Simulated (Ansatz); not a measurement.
Cost and result for the atomization energy of C2H3F3, SMILES `FCC(F)F` (8 atoms, 7 bonds).

The species carries charge 0 and has multiplicity 1. The structure was optimised at the PBE0-D4/def2-TZVP level. It is one conformer, not always the lowest. Program: Ansatz. All runs use 2 threads of a server CPU on a shared host. Times are those of one run each, without the atoms' runs, and a repeat can differ threefold. Electronic energies, without spin–orbit coupling; frozen cores. CCSD(T)/CBS adds CCSD(T) − MP2 in def2-TZVPP to the MP2 limit, and its time is that of the two runs behind it. T1 = 0.011. B3LYP takes the VWN-RPA correlation (the form of Gaussian; ORCA's B3LYP/G).

CCSD(T)/CBS is a level of theory with its own doubt, some kJ/mol a heavy atom from the limit and from the frozen cores, so smaller differences don't rank the functionals.

```
                             level  functions  wall time  atomization (kcal/mol)  difference from CCSD(T)/CBS  per bond
   PBE-D4/def2-TZVPP (with forces)        197      1.4 s                   767.0                         27.0       3.9
                PBE0-D4/def2-TZVPP        197      1.5 s                   743.4                          3.4       0.5
 B3LYP-D4/def2-TZVPP (with forces)        197        2 s                   737.3                         -2.7      -0.4
r2SCAN-D4/def2-TZVPP (with forces)        197      2.2 s                   743.3                          3.3       0.5
                 B2PLYP/def2-TZVPP        197      2.6 s                   732.5                         -7.5      -1.1
                ωB97X-V/def2-TZVPP        197      3.5 s                   742.4                          2.4       0.3
  ωB97M-V/def2-TZVPP (with forces)        197      4.6 s                   742.5                          2.5       0.4
                    MP2/def2-QZVPP        375       11 s                   755.6                         15.6       2.2
                CCSD(T)/def2-TZVPP        197       28 s                   720.7                        -19.3      -2.8
                 CCSD(T)/CBS(def2)          –       39 s                   740.0                          0.0       0.0
```

The D4 term adds +3.8 kcal/mol with B3LYP and +2.0 kcal/mol with PBE0; it sums over pairs of atoms, weighted by their polarisabilities, and B3LYP, whose exchange is more repulsive, gets the larger term. In def2-TZVPP, CCSD(T) changes the Hartree–Fock value by +196.7 kcal/mol (the triples alone add +12.7 kcal/mol) and MP2 by +220.2 kcal/mol; breaking electron pairs costs correlation energy, which Hartree–Fock lacks. From PBE to PBE0 (25 % exact exchange), in def2-TZVPP and without D4, the atomization energy moves by −23.1 kcal/mol: exact exchange takes away binding that semilocal exchange gives to molecules.
